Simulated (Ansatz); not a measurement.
# How far each method lies from UCCSDT(Q) for GeO⁺, doublet

Geometry: that of the GeO, triplet, kept fixed.

```csv
atom,x (Å),y (Å),z (Å)
Ge,0.0000,0.0000,0.0000
O,0.0000,0.0000,1.8504
```

Basis cc-pVTZ; Ansatz 0.2.0. Correlated methods freeze the noble-gas cores and the filled d shells of p-block atoms, which leaves 9 electrons in 58 orbitals. R marks a restricted (for open shells ROHF) determinant, U an unrestricted one. Active spaces: valence = (9e, 8o) chosen from the atoms' valence shells. No spin–orbit coupling is included, and no scalar relativity.

Full CI isn't at hand for all of this; UCCSDT(Q) serves as the reference, and is uncertain by about the last step of the cluster series. The frozen core follows each run's orbitals, which can shift R against U totals by a few meV for light atoms and by up to 0.1 eV past Ca.

The UHF ⟨S²⟩ is 0.766. The T1 diagnostic (RCCSD) is 0.0306, the largest doubles amplitude (RCCSD) is 0.059 and the T1 diagnostic (UCCSD) is 0.0271.

```
   level  E − E(UCCSDT(Q)) (kJ/mol)  share of correlation (%)  wall time
     UHF                      747.4                      1.71          –
    UMP2                       86.6                     88.62          –
   UCCSD                       34.0                     95.53          –
UCCSD(T)                        5.1                     99.33       38 s
  UCCSDT                        2.2                     99.70          –
```

The correlation energy at UCCSDT(Q), counted from RHF, is -7.881 eV. That run took 2.2 min on 1 thread of Arm Neoverse V1, shared host.

Run but not shown, since their state or frozen core can't be matched to the reference's or they repeat it: RHF, RMP2, RCCSD, RCCSD(T), BCCD(T), RCCSDT, RCCSDT(Q), CASSCF (valence space), NEVPT2 (valence space), NEVPT4(SD) (valence space), MRCISD (valence space), MRCISD+Q (valence space).

Times hold each run's SCF and search for its determinant on a shared host, so for small cases they say little of a method's own cost; they ran on 1 thread of Arm Neoverse V1.

Natural occupations of CASSCF (valence space) about the gap: 1.997 1.971 1.958 1.955 0.995 0.042 0.041 0.039; effectively unpaired electrons, Σ n²(2−n)², 1.04.
